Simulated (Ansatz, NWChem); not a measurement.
## C3H8O (methoxyethane): from total energies to a heat of formation

C3H8O: 12 atoms, total charge 0, spin state singlet. As SMILES, `CCOC`. The shape is that of a PBE0-D4/def2-TZVP optimisation. This is one conformer, not always the lowest.

Total energies at PBE/6-31G* (spherical functions) (NWChem 7.3.0); the atoms run unrestricted:

| species | state | energy (Eh) |
| --- | --- | --- |
| C3H8O | singlet | -194.077988 |
| C | triplet | -37.781320 |
| O | triplet | -74.972412 |
| H | doublet | -0.497432 |

Harmonic wavenumbers at PBE0-D4/def2-TZVP, in cm⁻¹: 116, 211, 262, 288, 470, 820, 881, 1058, 1120, 1166, 1191, 1196, 1244, 1298, 1389, 1424, 1471, 1474, 1480, 1492, 1499, 1522, 2967, 2986, 2994, 3032, 3058, 3134, 3137, 3139.

Measured heats of formation of the gaseous atoms at 298.15 K, in kJ/mol: C 716.9, O 249.2, H 218.0. Spin-orbit lowering of the atoms at 298 K (mean of the ground term's levels less their thermal mean, from spectra), in kJ/mol: C 0.02, O 0.40. Take 1 Eh = 2625.50 kJ/mol, 1 cm⁻¹ = 0.0119627 kJ/mol, RT = 2.479 kJ/mol.

Q: Work out the heat of formation of the gas at 298 K.

A: 
1. Electronic atomisation energy: 3 × (-37.781320) + (-74.972412) + 8 × (-0.497432) − (-194.077988) = 1.782160 Eh = 4679.1 kJ/mol.
2. Zero-point energy: half the sum of the wavenumbers, 23759.5 cm⁻¹ = 284.2 kJ/mol.
3. Thermal vibrational enthalpy, Σ hcν̃/(exp(hcν̃/kT) − 1): 7.1 kJ/mol. Translation, rotation and pV of a non-linear molecule: 4 RT = 9.9 kJ/mol.
4. The 12 free atoms carry 5/2 RT each: 74.4 kJ/mol.
5. Spin-orbit coupling lowers the free atoms by 3 × 0.02 + 0.40 = 0.5 kJ/mol.
6. Atomisation enthalpy at 298 K: 4679.1 − 0.5 − 284.2 − 7.1 − 9.9 + 74.4 = 4451.8 kJ/mol.
7. Sum of the atoms' heats of formation: 4143.9 kJ/mol. Heat of formation: 4143.9 − 4451.8 = -307.9 kJ/mol.

The tabulated value is -216.4 kJ/mol (CRC Handbook of Chemistry and Physics), so this level is off by -91.5 kJ/mol, or 2.1 % of the atomisation enthalpy. Gradient-corrected functionals often overbind somewhat. Anharmonicity and any spin-orbit splitting of the molecule are left out.
